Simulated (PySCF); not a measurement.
F₂: frontier orbitals

PBE0 at R = 1.377 Å; F def2-TZVP; no relativity (PySCF 2.14). State: ¹Σg⁺ (singlet), closed shell. Only the outer orbitals are listed.

```csv
orbital,occ.,ε (eV),main shells (%)
σg,2,-38.14,93 s
σu,2,-30.84,97 s
σg,2,-17.10,92 p
πu,2,-15.49,100 p
πu,2,-15.49,100 p
πg,2,-11.59,100 p
πg,2,-11.59,100 p
σu,0,-3.24,100 p
σg,0,12.20,96 s
```

Question: Which are the highest filled and the lowest empty level, where do they sit, and how wide is the gap?

Answer: Highest filled πg at -11.59 eV (in %: 100 p); lowest empty σu at -3.24 eV (in %: 100 p); the gap at PBE0 is 8.35 eV.

| Item | Value |
| --- | --- |
| bond order (Mayer) | 0.92 |
| ⟨S²⟩ | 0.000 |
| polarisability along the bond | 10.6 bohr³ |
| polarisability across the bond | 3.5 bohr³ |
